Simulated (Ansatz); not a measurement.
# What each rung costs, and what it gives

The pair of CH₄ (SMILES C, atoms 1–5) and SiNH₅ (SMILES [SiH3]N, atoms 6–12), both closed shells, in one local arrangement (a lower one may exist), relaxed at PBE0-D4/def2-TZVP:

| atom | x (Å) | y (Å) | z (Å) |
| --- | --- | --- | --- |
| C1 | -0.1083 | -0.1776 | -2.5904 |
| H2 | -0.8280 | 0.6254 | -2.4340 |
| H3 | 0.8326 | 0.0768 | -2.1024 |
| H4 | 0.0626 | -0.3103 | -3.6584 |
| H5 | -0.4990 | -1.1028 | -2.1676 |
| Si6 | 0.0674 | 0.0718 | 1.1921 |
| N7 | -0.0878 | 0.2158 | 2.8993 |
| H8 | -0.6060 | -1.1865 | 0.7799 |
| H9 | -0.5954 | 1.2485 | 0.5738 |
| H10 | 1.4661 | 0.0222 | 0.6685 |
| H11 | 0.1516 | 1.0839 | 3.3504 |
| H12 | 0.1442 | -0.5671 | 3.4890 |

Interaction energies are counterpoise-corrected; the time is that of the whole pair.

Computed with Ansatz 0.2.0 (basis: as named in each row); correlated methods freeze the cores. B3LYP uses VWN-RPA correlation. Extrapolation: Hartree–Fock as exp(−7.88 √X), correlation as X^−2.97.

Times are rough, for one single point on 4 threads of a shared host (Arm Neoverse V1).

The estimate by CCSD(T) at an estimated basis limit (MP2 extrapolated from triple and quadruple zeta, plus CCSD(T) − MP2 in triple zeta) is -0.038 eV.

| method | basis | time (s) | interaction energy (eV) | method less estimate |
| --- | --- | --- | --- | --- |
| HF | STO-3G | under 1 | 0.024 | 0.063 |
| PBE-D4 | STO-3G | under 1 | -0.029 | 0.010 |
| SPW92 | def2-SVP | under 1 | -0.061 | -0.022 |
| B3LYP-D4 | 6-31G | under 1 | -0.034 | 0.004 |
| PBE-D4 | def2-SVP | under 1 | -0.047 | -0.009 |
| PBE0-D4 | def2-SVP | under 1 | -0.042 | -0.004 |
| CCSD(T) | def2-SVP | 2 | -0.006 | 0.032 |
| revPBE-D4 | def2-TZVPPD | 2 | -0.042 | -0.004 |
| PBE-D4 | def2-TZVPPD | 2 | -0.048 | -0.010 |
| BLYP-D4 | def2-TZVPPD | 2 | -0.032 | 0.006 |
| B3LYP-D4 | def2-TZVPPD | 2 | -0.037 | 0.001 |
| HSE06-D4 | def2-TZVPPD | 2 | -0.043 | -0.005 |
| wB97M-V | def2-SVP | 3 | -0.030 | 0.008 |
| PBE0-D4 | def2-TZVPPD | 3 | -0.043 | -0.005 |
| r2SCAN-D4 | def2-TZVPPD | 4 | -0.034 | 0.004 |
| B2PLYP | def2-TZVPPD | 5 | -0.002 | 0.036 |
| wB97X-V | def2-TZVPPD | 7 | -0.038 | 0.000 |
| B97M-V | def2-TZVPPD | 8 | -0.036 | 0.002 |
| wB97M-V | def2-TZVPPD | 8 | -0.035 | 0.003 |
| MP2 | def2-QZVPPD | 19 | -0.033 | 0.005 |
| CCSD(T) | def2-TZVPPD | 110 | -0.033 | 0.006 |

The T1 diagnostic stays at or below 0.010.
